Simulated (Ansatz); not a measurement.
A made-up structure of CH$_{4}$BSi, doublet:

```tsv
atom	x (Å)	y (Å)	z (Å)
B1	-1.0822	-0.4422	-0.5623
C2	0.0345	0.2514	-0.9772
Si3	0.5590	0.1177	0.7572
H4	-2.0734	-1.0278	-0.3125
H5	1.1967	0.1177	2.0260
H6	0.4453	1.2491	1.7103
H7	1.5833	-0.8590	1.2024
```

It is relaxed with PBE-D4/def2-SVP and then PBE0-D4/def2-TZVP (Ansatz 0.2.0). Atoms count as bonded within 1.22 times the sum of their covalent radii (H–H: 0.88 Å). The end point is not checked to be a true minimum.

(1) Does its bonding change? (A judgement: the text doesn't fix the answer.)

## Answers

(1) The calculation gives: Yes. Formed: none; broken: B1–Si3.

Where it ends: The first stage lowers the energy by 4.34 eV in 18 steps. It ends as CH₄BSi ([BH][C][SiH3]):
| atom | x (Å) | y (Å) | z (Å) |
| --- | --- | --- | --- |
| B1 | -1.4890 | -0.6963 | -0.6165 |
| C2 | -0.4254 | -0.2749 | 0.1237 |
| Si3 | 0.9638 | 0.2571 | 1.1601 |
| H4 | -2.4048 | -1.0586 | -1.2542 |
| H5 | 0.6519 | -0.1996 | 2.5430 |
| H6 | 1.1206 | 1.7354 | 1.1624 |
| H7 | 2.2462 | -0.3563 | 0.7253 |

Labels in which every atom is bracketed show which atoms are joined, not bond orders.

For scale, one of the runs: PBE0-D4/def2-TZVP relaxation, 123 basis functions, launched by `ansatz run in.yaml --threads 2 --pin off --events-out ev --progress --plain --max-ram 4352MiB`. The run took about 51 s on 2 CPU threads of an Arm Neoverse V1 (shared host).
